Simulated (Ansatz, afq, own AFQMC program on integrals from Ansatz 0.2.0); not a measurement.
Integrals from Ansatz 0.2.0, then the random walk in our own AFQMC program (afq).

```yaml
crystal:
  periodic: [false, false, false]
  atoms:
    - {symbol: Ge, position_ang: [-0.010810, 0.000000, 0.664351]}
    - {symbol: Al, position_ang: [-0.032709, -0.000001, -1.763111]}
    - {symbol: H, position_ang: [0.827334, -1.053378, -0.340814]}
    - {symbol: H, position_ang: [0.827335, 1.053377, -0.340815]}
basis:
  gaussian: {orbitals: cc-pVDZ}
magnetization: {spin_polarized: true, initial_magnetization: 3}
correlation: {method: ccsd_t, electrons: outside_noble_gas, hamiltonian_folder: ham}
```

```sh
$ ansatz run in.yaml --threads 1 --pin off --events-out ev --progress --plain --max-ram 1382MiB
```

Options of the walk:

```
--method free --trial cisd --walkers 60 --time-step 0.03 --max-blocks 80 --target-error 0.00036 --factor-cut 1e-05 --seed 8765 --times 0,0.3,0.6,1.2,1.8,2.4,3.6,4.8,6 --taylor-order 8
```

Times are imaginary, in 1/Eh. The walk had a cap of 1002 s. Filled inner d shells are frozen with the cores.

Output of the walk:

```
orbitals 36  electrons 6 3  factors 290 of 595
reference energy -2318.26435420 Eh
CCSD correlation -0.14857023 Eh in 15 cycles, weight of the determinant in the CISD state 0.8655
repeat  energy at the last time / Eh  error
    10  -2318.423722  0.001389
    20  -2318.423887  0.001237
    30  -2318.422558  0.000965
    40  -2318.422606  0.000811
    50  -2318.421921  0.000724
    60  -2318.421639  0.000644
    70  -2318.421516  0.000558
    80  -2318.421349  0.000536
time / (1/Eh)  energy / Eh  error  mean overlap
  0.00  -2318.412835  0.000101  1.1545
  0.30  -2318.415791  0.000131  1.1535
  0.60  -2318.417405  0.000156  1.1506
  1.20  -2318.419024  0.000174  1.1494
  1.80  -2318.419392  0.000215  1.1641
  2.40  -2318.420302  0.000217  1.1333
  3.60  -2318.421089  0.000349  1.0995
  4.80  -2318.420716  0.000418  1.0845
  6.00  -2318.421349  0.000536  1.0318
energy -2318.421349 +/- 0.000536 Eh
```

The run passed its tests (error under three times the target), which doesn't prove that it has relaxed.

Against this walk (error 14.6 meV) on the same determinant: CCSD(T) 72.9 meV higher, CCSDT(Q) 20.6 meV higher (within the noise). The error is statistical, and a free projection of finite length keeps a remainder of its start.

Cautions: remainder of the start not in the error; error above the target (14.6 against 9.8 meV); no relativity below Rb; no spin-orbit coupling; inner d shell frozen; another spin lies lower (by 3.42 eV).

The walk took 4.9 min on 1 thread of Arm Neoverse V1 (shared host). The log's last line is the free-projection energy.

CCSDT and higher add their correlation energy to the determinant of the CCSD(T) run, since their own runs factorise the integrals more tightly (a shift of under 2 meV). A walk keeps the symmetry of its determinant, which the program's search chose and which needn't be the lowest solution, so a lower state of the same spin and another symmetry isn't excluded.
